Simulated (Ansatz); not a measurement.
Input file:

```yaml
crystal:
  periodic: [false, false, false]
  atoms:
    - {symbol: Si, position_ang: [0.000000, -0.047060, 0.551810]}
    - {symbol: B, position_ang: [0.000000, -0.060513, -1.363344]}
    - {symbol: H, position_ang: [0.000000, 1.171072, 1.447364]}
    - {symbol: H, position_ang: [0.000000, 0.789266, -2.200146]}
basis:
  gaussian: {orbitals: 6-31G}
total_charge: 1
magnetization: {spin_polarized: false, initial_magnetization: 4}
correlation: {method: fci, electrons: outside_noble_gas}
```

```sh
$ ansatz run in.yaml --threads 2 --pin off --events-out ev --progress --plain --max-ram 24576MiB --backend cuda --devices 0, --max-vram 18GiB
```

Output:

```
559 factors; integrals over basis functions are off by at most 1.6e-7 eV
mean field evaluation 1: about -8547.8493 eV, gradient 8.7e0 eV
mean field evaluation 2: about -8547.8552 eV, gradient 8.7e0 eV
mean field evaluation 4: about -8548.8641 eV, gradient 1.9e0 eV
mean field evaluation 8: about -8548.9794 eV, gradient 1.0e-1 eV
mean field evaluation 16: about -8548.8725 eV, gradient 2.2e0 eV
mean field -8548.97973829 eV, -314.1692106757 hartree, gradient 3.4e-6 eV, S^2 6.000000; 2 other end points of the search recorded, 0 dependent functions left out
mean field evaluation 32: about -8549.1006 eV, gradient 4.2e-2 eV
6 core orbitals not correlated: weight in the atoms' cores, before any rotation towards them, 1.000 or more for the frozen orbitals, at most 0.000 for the correlated occupied ones
reference -8548.97973829 eV, -314.1692106757 hartree; 6, 2 occupied and 14, 18 virtual orbitals, 559 factors
state -8551.58372431 eV, -314.2649053969 hartree
Total energy: -8551.58372431 eV, -314.2649053969 hartree
```

Natural occupations: 1.9596 1.9258 1.0288 0.9907 0.9750 0.9747 0.0420 0.0398 0.0248 0.0149 0.0058 0.0042 0.0032 0.0026 0.0024 0.0023 0.0011 0.0010 0.0009 0.0004.

Ran on 2 threads of AMD EPYC 7R13 with a shared H100 80 GB, shared host: 12 s wall, 0.82 GiB peak host memory.
